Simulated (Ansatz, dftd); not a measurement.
Reaction: C2H7N (ethanamine, SMILES C(C)N) → C2H7N+ (parent SMILES NCC, doublet) + e-
Each species at its own B3LYP-D3(BJ)/def2-TZVP minimum (Ansatz, a quantum-chemistry and plane-wave program), one conformer.

Quantity: adiabatic ionisation energy (electronic), in eV. UHF or UKS for unpaired electrons; spin-orbit terms are left out. Cores are frozen in correlated methods. No relativity. Double hybrids freeze cores in their MP2 part. The spin of C2H7N+ (parent SMILES CCN, doublet) was assumed, and the state is the lowest solution found for it.

```tsv
level	program	adiabatic ionisation energy (eV)
PBE-D4/def2-TZVPD	Ansatz + dftd4	8.63
B3LYP/def2-TZVPD	Ansatz	8.76
PBE0-D4/def2-TZVPD	Ansatz + dftd4	8.67
wB97X-V/def2-TZVPD	Ansatz	8.79
B2PLYP-D3(BJ)/def2-TZVPD	Ansatz + dftd3	8.78
B2PLYP-D4/def2-TZVPD	Ansatz + dftd4	8.79
CCSD/cc-pVDZ	Ansatz	8.47
CCSDT(Q)/cc-pVDZ	Ansatz	8.49
```
